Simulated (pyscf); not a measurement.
Single points on ωB97X-D3(BJ)/def2-SVP structures (PySCF, gas phase). Correlated levels are frozen-core, on RHF or UHF. ΔMP2 is the change of the MP2 total energy from the triple- to the quadruple-zeta basis.

### Question
methane (CH₄) + H₂N–GaH₂ → H₃C–GaH₂ + ammonia (NH₃)
Surface: singlet. Broken: C–H, Ga–N. Formed: C–Ga, H–N. Give ΔE‡ and ΔE from CCSD(T)/def2-TZVPP + ΔMP2(QZVPP), relative to the separated reactants.

### Answer
ΔE‡ = 142.3 kJ/mol, ΔE = +71.4 kJ/mol. Zero-point energy shifts the barrier by -2.9 kJ/mol. It is a four-centre exchange, with an imaginary mode of 1596i cm⁻¹. On the product side the descent ends in an adduct with a Ga–N contact, 97.0 kJ/mol under the separated species and 163.1 kJ/mol under the saddle at ωB97X-D3(BJ)/def2-TZVP. What is counted as broken (Ga–N) persists as a longer contact in the product adduct; parting that adduct is a step of its own. One saddle was located; it need not be the lowest between these sides. The CCSD(T) − MP2 part came from Ansatz, without density fitting, on the same reference. The frozen core leaves the outer d or s,p core shells of the metals and heavy elements correlated in the MP2 and CC values, and def2-TZVPP describes them poorly, which can shift differences by a few kcal/mol. Elements up to Kr have no core potential and no relativistic terms here.
